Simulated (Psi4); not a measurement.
Psi4 input (PBE0/6-31G*):

```
memory 2025 MB

molecule {
0 1
H    -0.00000000   -0.00000000   -0.37201156
H     0.00000000    0.00000000    0.37201156
}

set {
  basis 6-31g*
  scf_type df
}

energy('pbe0')
print_variables()
```

Output:

```
-----------------------------------------------------------------------
          Psi4: An Open-Source Ab Initio Electronic Structure Package
                               Psi4 1.11 release

    D. G. A. Smith, L. A. Burns, A. C. Simmonett, R. M. Parrish,
    M. C. Schieber, R. Galvelis, P. Kraus, H. Kruse, R. Di Remigio,
    A. Alenaizan, A. M. James, S. Lehtola, J. P. Misiewicz, M. Scheurer,
    R. A. Shaw, J. B. Schriber, Y. Xie, Z. L. Glick, D. A. Sirianni,
    J. S. O'Brien, J. M. Waldrop, A. Kumar, E. G. Hohenstein,
    B. P. Pritchard, B. R. Brooks, H. F. Schaefer III, A. Yu. Sokolov,
    K. Patkowski, A. E. DePrince III, U. Bozkaya, R. A. King,
    F. A. Evangelista, J. M. Turney, T. D. Crawford, C. D. Sherrill,
    J. Chem. Phys. 152(18) 184108 (2020). https://doi.org/10.1063/5.0006002

                            Additional Code Authors
    E. T. Seidl, C. L. Janssen, E. F. Valeev, M. L. Leininger,
    J. F. Gonthier, R. M. Richard, H. R. McAlexander, M. Saitow, X. Wang,
    P. Verma, M. H. Lechner, A. Jiang, S. Behnle, A. G. Heide,
    M. F. Herbst, D. L. Poole, T. Győri, E. C. Mitchell, J. P. Pederson,
    and A. M. Wallace

             Previous Authors, Complete List of Code Contributors,
                       and Citations for Specific Modules
    https://github.com/psi4/psi4/blob/master/codemeta.json
    https://github.com/psi4/psi4/graphs/contributors
    https://psicode.org/psi4manual/master/introduction.html#citing-psifour

    -----------------------------------------------------------------------

    Threads:    1
    Addons:     a̶d̶c̶c̶, a̶m̶b̶i̶t̶, b̶s̶e̶, c̶c̶t̶3̶, c̶f̶o̶u̶r̶, c̶h̶e̶m̶p̶s̶2̶, c̶p̶p̶e̶, d̶d̶x̶,
                d̶f̶t̶d̶3̶, d̶f̶t̶d̶4̶, dkh, ecpint, einsums, f̶o̶r̶t̶e̶, gauxc, g̶c̶p̶,
                g̶d̶m̶a̶, g̶e̶o̶m̶e̶t̶r̶i̶c̶, g̶p̶u̶_̶d̶f̶c̶c̶, i̶n̶t̶e̶g̶r̶a̶t̶o̶r̶x̶x̶,
                i̶p̶i̶, l̶i̶b̶e̶f̶p̶, m̶d̶i̶, m̶p̶2̶d̶, m̶r̶c̶c̶, ooo,
                o̶p̶e̶n̶f̶e̶r̶m̶i̶o̶n̶p̶s̶i̶4̶, pcmsolver, p̶s̶i̶4̶f̶o̶c̶k̶c̶i̶, p̶s̶i̶x̶a̶s̶,
                p̶y̶e̶i̶n̶s̶u̶m̶s̶, r̶e̶s̶p̶, s̶i̶m̶i̶n̶t̶, s̶n̶s̶m̶p̶2̶,
                v̶2̶r̶d̶m̶_̶c̶a̶s̶s̶c̶f̶

  ==> Input File <==

--------------------------------------------------------------------------
memory 2025 MB

molecule {
0 1
H    -0.00000000   -0.00000000   -0.37201156
H     0.00000000    0.00000000    0.37201156
}

set {
  basis 6-31g*
  scf_type df
}

energy('pbe0')
print_variables()
--------------------------------------------------------------------------

   => Libint2 <=

    Primary   basis highest AM E, G, H:  7, 6, 3
    Auxiliary basis highest AM E, G, H:  7, 7, 4
    Onebody   basis highest AM E, G, H:  -, -, -
    Solid Harmonics ordering:            Gaussian

   => Loading Basis Set <=

    Name: 6-31G*
    Role: ORBITAL
    Keyword: BASIS
    atoms 1-2 entry H          line    44 file 6-31gs.gbs

         ---------------------------------------------------------
                                   SCF
               by Justin Turney, Rob Parrish, Andy Simmonett
                          and Daniel G. A. Smith
                              RKS Reference
                        1 Threads,   1931 MiB Core
         ---------------------------------------------------------

  ==> Geometry <==

    Molecular point group: d2h
    Full point group: D_inf_h

    Geometry (in Angstrom), charge = 0, multiplicity = 1:

       Center              X                  Y                   Z               Mass
    ------------   -----------------  -----------------  -----------------  -----------------
         H            0.000000000000     0.000000000000    -0.372011560000     1.007825032230
         H            0.000000000000     0.000000000000     0.372011560000     1.007825032230

  Running in d2h symmetry.

  Rotational constants: A = ************  B =     60.43221  C =     60.43221 [cm^-1]
  Rotational constants: A = ************  B = 1811712.12794  C = 1811712.12794 [MHz]
  Nuclear repulsion =    0.711237589861455

  Charge       = 0
  Multiplicity = 1
  Electrons    = 2
  Nalpha       = 1
  Nbeta        = 1

  ==> Algorithm <==

  SCF Algorithm Type is DF.
  DIIS enabled.
  MOM disabled.
  Fractional occupation disabled.
  Guess Type is SAD.
  Energy threshold   = 1.00e-06
  Density threshold  = 1.00e-06
  Integral threshold = 1.00e-12

  ==> Primary Basis <==

  Basis Set: 6-31G*
    Blend: 6-31G*
    Number of shells: 4
    Number of basis functions: 4
    Number of Cartesian functions: 4
    Spherical Harmonics?: false
    Max angular momentum: 0

  ==> DFT Potential <==

   => LibXC <=

    Version 7.1.2
    S. Lehtola, C. Steigemann, M. J. T. Oliveira, and M. A. L. Marques,  SoftwareX 7, 1–5 (2018) (10.1016/j.softx.2017.11.002)

   => Composite Functional: PBE0 <=

    PBE0 Hyb-GGA Exchange-Correlation Functional

    C. Adamo and V. Barone,  J. Chem. Phys. 110, 6158 (1999) (10.1063/1.478522)
    M. Ernzerhof and G. E. Scuseria,  J. Chem. Phys. 110, 5029 (1999) (10.1063/1.478401)

    Deriv               =              1
    GGA                 =           TRUE
    Meta                =          FALSE

    Exchange Hybrid     =           TRUE
    MP2 Hybrid          =          FALSE

   => Exchange Functionals <=

    0.7500   Perdew, Burke & Ernzerhof

   => Exact (HF) Exchange <=

    0.2500               HF

   => Correlation Functionals <=

    1.0000   Perdew, Burke & Ernzerhof

   => LibXC Density Thresholds  <==

    XC_HYB_GGA_XC_PBEH:  1.00E-15

   => Molecular Quadrature <=

    Radial Scheme          =       TREUTLER
    Pruning Scheme         =           NONE
    Nuclear Scheme         =       TREUTLER

    Blocking Scheme        =         OCTREE
    BS radius alpha        =              1
    Pruning alpha          =              1
    Radial Points          =             75
    Spherical Points       =            302
    Total Points           =          44640
    Total Blocks           =            392
    Max Points             =            256
    Max Functions          =              4
    Weights Tolerance      =       1.00E-15

   => Loading Basis Set <=

    Name: (6-31G* AUX)
    Role: JKFIT
    Keyword: DF_BASIS_SCF
    atoms 1-2 entry H          line    51 file cc-pvdz-jkfit.gbs

  ==> Integral Setup <==

  DFHelper Memory: AOs need 0.000 GiB; user supplied 1.409 GiB.
  SCF_SUBTYPE=INCORE selected. In-core MEM_DF algorithm will be used.
  Using in-core AOs.

  ==> MemDFJK: Density-Fitted J/K Matrices <==

    J tasked:                   Yes
    K tasked:                   Yes
    wK tasked:                   No
    OpenMP threads:               1
    Algorithm:                 Core
    Schwarz Cutoff:           1E-12
    Mask sparsity (%):       0.0000
    Fitting Condition:        1E-10

   => Auxiliary Basis Set <=

  Basis Set: (6-31G* AUX)
    Blend: CC-PVDZ-JKFIT
    Number of shells: 18
    Number of basis functions: 50
    Number of Cartesian functions: 50
    Spherical Harmonics?: false
    Max angular momentum: 2

  Cached 100.0% of DFT collocation blocks in 0.005 [GiB].

  Minimum eigenvalue in the overlap matrix is 2.8905184140E-01.
  Reciprocal condition number of the overlap matrix is 1.6894248955E-01.
    Using symmetric orthogonalization.

  ==> Pre-Iterations <==

  SCF Guess: Superposition of Atomic Densities via on-the-fly atomic UHF (no occupation information).

   -------------------------
    Irrep   Nso     Nmo
   -------------------------
     Ag         2       2
     B1g        0       0
     B2g        0       0
     B3g        0       0
     Au         0       0
     B1u        2       2
     B2u        0       0
     B3u        0       0
   -------------------------
    Total       4       4
   -------------------------

  ==> Iterations <==

                           Total Energy        Delta E     RMS |[F,P]|

   @DF-RKS iter SAD:    -0.94153669207583   -9.41537e-01   0.00000e+00
   @DF-RKS iter   1:    -1.16281356570334   -2.21277e-01   1.24601e-02 DIIS/ADIIS
   @DF-RKS iter   2:    -1.16387574683189   -1.06218e-03   1.34379e-03 DIIS/ADIIS
   @DF-RKS iter   3:    -1.16388820110610   -1.24543e-05   8.68015e-06 DIIS
   @DF-RKS iter   4:    -1.16388820162590   -5.19802e-10   3.67418e-09 DIIS
  Energy and wave function converged.

  ==> Post-Iterations <==

   Electrons on quadrature grid:
      Ntotal   =    2.0000000054 ; deviation = 5.394e-09

    Orbital Energies [Eh]
    ---------------------

    Doubly Occupied:

       1Ag    -0.441663

    Virtual:

       1B1u    0.114770     2Ag     0.606246     2B1u    1.136817

    Final Occupation by Irrep:
             Ag   B1g   B2g   B3g    Au   B1u   B2u   B3u
    DOCC [     1,    0,    0,    0,    0,    0,    0,    0 ]
    NA   [     1,    0,    0,    0,    0,    0,    0,    0 ]
    NB   [     1,    0,    0,    0,    0,    0,    0,    0 ]

  @DF-RKS Final Energy:    -1.16388820162590

   => Energetics <=

    Nuclear Repulsion Energy =              0.7112375898614546
    One-Electron Energy =                  -2.4908480930278682
    Two-Electron Energy =                   1.1427830845622453
    DFT Exchange-Correlation Energy =      -0.5270607830217315
    Empirical Dispersion Energy =           0.0000000000000000
    VV10 Nonlocal Energy =                  0.0000000000000000
    Total Energy =                         -1.1638882016259000

Computation Completed

Properties will be evaluated at   0.000000,   0.000000,   0.000000 [a0]

Properties computed using the SCF density matrix

 Multipole Moments:

 ------------------------------------------------------------------------------------
     Multipole            Electronic (a.u.)      Nuclear  (a.u.)        Total (a.u.)
 ------------------------------------------------------------------------------------

 L = 1.  Multiply by 2.5417464519 to convert [e a0] to [Debye]
 Dipole X            :          0.0000000            0.0000000            0.0000000
 Dipole Y            :          0.0000000            0.0000000            0.0000000
 Dipole Z            :          0.0000000            0.0000000            0.0000000
 Magnitude           :                                                    0.0000000

 ------------------------------------------------------------------------------------

  Variable Map:
  ----------------------------------------------------------------------------
  "CURRENT ENERGY"              =>      -1.163888201626
  "CURRENT REFERENCE ENERGY"    =>      -1.163888201626
  "DD SOLVATION ENERGY"         =>       0.000000000000
  "DFT FUNCTIONAL TOTAL ENERGY" =>      -1.163888201626
  "DFT TOTAL ENERGY"            =>      -1.163888201626
  "DFT VV10 ENERGY"             =>       0.000000000000
  "DFT XC ENERGY"               =>      -0.527060783022
  "GRID ELECTRONS ALPHA"        =>       1.000000002697
  "GRID ELECTRONS BETA"         =>       1.000000002697
  "GRID ELECTRONS TOTAL"        =>       2.000000005394
  "NUCLEAR REPULSION ENERGY"    =>       0.711237589861
  "ONE-ELECTRON ENERGY"         =>      -2.490848093028
  "PCM POLARIZATION ENERGY"     =>       0.000000000000
  "PE ENERGY"                   =>       0.000000000000
  "SCF ITERATION ENERGY"        =>      -1.163888201626
  "SCF ITERATIONS"              =>       4.000000000000
  "SCF TOTAL ENERGY"            =>      -1.163888201626
  "TWO-ELECTRON ENERGY"         =>       1.142783084562
  "XC GRID RADIAL POINTS"       =>      75.000000000000
  "XC GRID SPHERICAL POINTS"    =>     302.000000000000
  "XC GRID TOTAL POINTS"        =>   44640.000000000000

  Array Variable Map:
  ----------------------------------------------------------------------------
  "CURRENT DIPOLE"              =>       0.000000000000 ... 0.000000000000 1 by 3
  "SCF DIPOLE"                  =>       0.000000000000 ... 0.000000000000 1 by 3
  "SCF TOTAL ENERGIES"          =>      -0.941536692076 ... -1.163888201626 1 by 5

*** Psi4 exiting successfully. Buy a developer a beer!
```
